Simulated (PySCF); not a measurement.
Species: C4H5PS.
Cartesian coordinates in Å at the GFN2-xTB level; atoms count from 1:
```
atom  x, y, z in Å
C1    -2.058   -0.035    0.000
C2    -0.567   -0.080    0.013
P3     0.369   -1.478    0.340
C4     1.904   -0.622    0.147
C5     1.850    0.692   -0.157
S6     0.291    1.386   -0.323
H7    -2.432    0.678    0.735
H8    -2.459   -1.019    0.235
H9    -2.430    0.271   -0.978
H10    2.845   -1.135    0.271
H11    2.693    1.344   -0.307
```

The calculation used TDDFT CAM-B3LYP/def2-SVPD, vertical, gas phase, core orbitals frozen in the response in PySCF.

Ground-to-excited transition dipoles (e·a0, same axes as the geometry; the sign carries no meaning), for the states with f of 0.002 or more among the lowest 8:

| state | E (eV) | μx | μy | μz |
| --- | --- | --- | --- | --- |
| S1 | 4.878 | -0.803 | 0.600 | -0.142 |
| S2 | 5.220 | -0.147 | -0.520 | 0.119 |
| S3 | 5.382 | -0.002 | 0.046 | 0.203 |
| S6 | 6.217 | -0.538 | -0.974 | 0.227 |
| S8 | 6.792 | 0.397 | -0.528 | 0.124 |

(1) Work out the oscillator strengths.

(2) Label these states by symmetry in Cs.

(3) Which bond between heavy atoms lies closest to the direction of the S6 transition dipole?

(4) What angle do the transition dipoles of S1 and S6 make?

(5) What peak molar absorption coefficient would the strongest computed level give as a lone Gaussian band 0.5 eV wide at half height?

Answers

(1) f = (2/3) ΔE |μ|² with ΔE in hartree (27.2114 eV).

```json
{"state": "S1", "|μ|² (au)": "1.025", "|μ| (D)": "2.57", "f": "0.123"}
{"state": "S2", "|μ|² (au)": "0.306", "|μ| (D)": "1.41", "f": "0.039"}
{"state": "S3", "|μ|² (au)": "0.043", "|μ| (D)": "0.53", "f": "0.006"}
{"state": "S6", "|μ|² (au)": "1.290", "|μ| (D)": "2.89", "f": "0.196"}
{"state": "S8", "|μ|² (au)": "0.452", "|μ| (D)": "1.71", "f": "0.075"}
```

(2) Polarised normal to the mirror plane, so A″: S3. Polarised in the mirror plane, so A′: S1, S2, S6 and S8.

(3) C2–S6, at 1° from it; next C4–C5 at 31°.

(4) |cos θ| = |μa·μb| / (|μa| |μb|) = 0.16, so θ ≈ 81° (taken between 0 and 90°, since the signs are arbitrary).

(5) ε(max) = 2.175×10⁸ f / FWHM, with the width in cm⁻¹. S6: 2.175×10⁸ × 0.1964 / 4033 ≈ 11000 L mol⁻¹ cm⁻¹.
